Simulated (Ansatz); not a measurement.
**C2H7NS: rigid torsion scan**

The task is a rigid torsion scan, for C2H7NS. SMILES: CSCN.

All numbers are computed with the Python package of Ansatz 0.2.0. Level of theory: PBE0/def2-SVP.

### Step 1. The structure

Bond lengths: C1–S2 1.756 Å, S2–C3 1.795 Å, C3–N4 1.460 Å, C1–H5 1.092 Å, C1–H6 1.114 Å, C1–H7 1.141 Å, C3–H8 1.033 Å, C3–H9 1.160 Å, N4–H10 1.046 Å, N4–H11 0.933 Å. Angles (14 of 16 angles, heavy atoms first): C1–S2–C3 97.2°, S2–C3–N4 108.9°, S2–C1–H5 115.0°, S2–C1–H6 112.7°, S2–C1–H7 108.4°, S2–C3–H8 112.5°, S2–C3–H9 107.3°, N4–C3–H8 116.1°, N4–C3–H9 106.7°, C3–N4–H10 102.9°, C3–N4–H11 110.8°, H5–C1–H6 110.5°, H5–C1–H7 106.0°, H6–C1–H7 103.4°.

The script holds or builds the structure itself.

### Step 2. The script

c2h7ns_torsion.py

```python
'''Rigid torsion scan of C2H7NS.'''

import ansatz as az
from ase import Atoms


def main() -> None:
    atoms = Atoms(['C', 'S', 'C', 'N', 'H', 'H', 'H', 'H', 'H', 'H', 'H'], positions=[
        [-1.0349, 1.1042, -0.5453],
        [0.6318, 1.1156, 0.0069],
        [0.5939, -0.4596, 0.8666],
        [0.9926, -1.5144, -0.0615],
        [-1.2865, 0.2965, -1.2362],
        [-1.7662, 1.1405, 0.2949],
        [-1.2332, 2.0754, -1.1102],
        [-0.2932, -0.6121, 1.3737],
        [1.4054, -0.4208, 1.6946],
        [0.248, -1.474, -0.7957],
        [1.8075, -1.3084, -0.4672],
    ])

    # start the scan from a relaxed geometry
    first = (
        az.Crystal.molecule_from_ase(atoms).calculation()
        .basis(gaussian='def2-SVP')
        .functional('pbe0')
        .relax(force_tolerance=0.02, max_steps=80)
    )
    atoms.positions = first.run(threads=1).report['positions_ang']

    start = atoms.get_dihedral(3, 2, 1, 0)
    energies = {}
    for turn in range(0, 360, 40):
        turned = atoms.copy()
        turned.set_dihedral(3, 2, 1, 0, start + turn, indices=[0, 1, 4, 5, 6])
        calculation = (
            az.Crystal.molecule_from_ase(turned).calculation()
            .basis(gaussian='def2-SVP')
            .functional('pbe0')
        )
        energies[round((start + turn) % 360)] = calculation.run(threads=1).report['free_energy_ev']
    floor = min(energies.values())
    print('dihedral N3-C2-S1-C0 (deg)   E - E(min) (kcal/mol)')
    for angle, e in sorted(energies.items()):
        print(f'{angle:8d} {23.060548 * (e - floor):14.3f}  ' + '#' * int(30 * (e - floor) / max(max(energies.values()) - floor, 1e-9)))


if __name__ == '__main__':
    main()
```

### Step 3. The run

Command:

```bash
> python c2h7ns_torsion.py
```

Without the output at hand: what should come out? Wanted: range of energy; lowest point, turn.

**Answer**, as computed:

```
              quantity     value
         runs compared         9
       range of energy  0.213 eV
lowest point, turn (°)         0
```

The lowest point lies at a turn of 0°, the highest 0.213 eV (20.5 kJ/mol) above it at 280°. The grid can miss the true lowest and highest points, and the rest of the molecule is held rigid. Run 0: The relaxation took 7 moves; the largest shift is 0.344 Å, of atom 5 (H). The scan is rigid and the energies are electronic, in a modest basis. With rigid groups the curve can differ much from the relaxed path, the start wasn't checked as a minimum of this torsion, and equivalent turns needn't return to the same energy.
